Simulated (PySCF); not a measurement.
## How the method moves the gas-phase deprotonation enthalpies of isobutene

Structure: `C=C(C)C` (C4H8). Optimised structure (Å), atoms numbered from 1:
```
C     1.3621   -0.5233    0.5316
C     0.1881   -0.0724    0.0701
C    -1.1166   -0.7077    0.4494
C     0.0932    1.1004   -0.8603
H     2.3066   -0.0508    0.2471
H     1.4177   -1.3802    1.2090
H    -1.7783    0.0223    0.9459
H    -0.9779   -1.5622    1.1263
H    -1.6560   -1.0605   -0.4461
H     1.0809    1.5201   -1.0967
H    -0.3946    0.8112   -1.8068
H    -0.5261    1.9007   -0.4208
```

All levels share the PBE0-D3(BJ)/ma-def2-SVP structures and the PBE0-D3(BJ)/ma-def2-SVP thermal terms; only the single-point energies (PySCF) change. Values are gas-phase deprotonation enthalpies (298 K, kJ/mol).

| level | C3 | C1 |
| --- | --- | --- |
| BP86-D3(BJ)/ma-def2-TZVP | 1613 | 1695 |
| M06-2X/ma-def2-TZVP (grid 3) | 1625 | 1705 |
| M06/ma-def2-TZVP (grid 3) | 1628 | 1704 |
| B3LYP-D3(BJ)/ma-def2-TZVP | 1630 | 1711 |
| CAM-B3LYP-D3(BJ)/ma-def2-TZVP | 1631 | 1710 |
| PBE0-D3(BJ)/ma-def2-TZVP | 1633 | 1715 |
| PBE0-D3(BJ)/6-311++G(2d,2p) | 1634 | 1715 |
| PBE0-D3(BJ)/6-311+G** | 1635 | 1715 |
| OPBE/ma-def2-TZVP | 1638 | 1718 |
| PBE0-D3(BJ)/def2-TZVPD | 1638 | 1718 |
| PBE0-D3(BJ)/6-31+G* | 1638 | 1714 |
| B97-2/ma-def2-TZVP | 1643 | 1723 |
| PBE0-D3(BJ)/def2-SVPD | 1644 | 1721 |
| PBE0-D3(BJ)/def2-TZVP | 1648 | 1728 |
| PBE0-D3(BJ)/def2-SV(P) | 1672 | 1750 |
| HF/ma-def2-TZVP | 1676 | 1742 |
| PBE0-D3(BJ)/6-31G | 1710 | 1803 |

Hartree-Fock leaves out electron correlation, so its deprotonation energies can be off by tens of kJ/mol.

The widest spread is that of C1: 108 kJ/mol, from 1695 to 1803.

Note: one E/Z form of each vinyl-type anion was tried, and another may lie lower.

Bases without diffuse functions serve anions poorly.
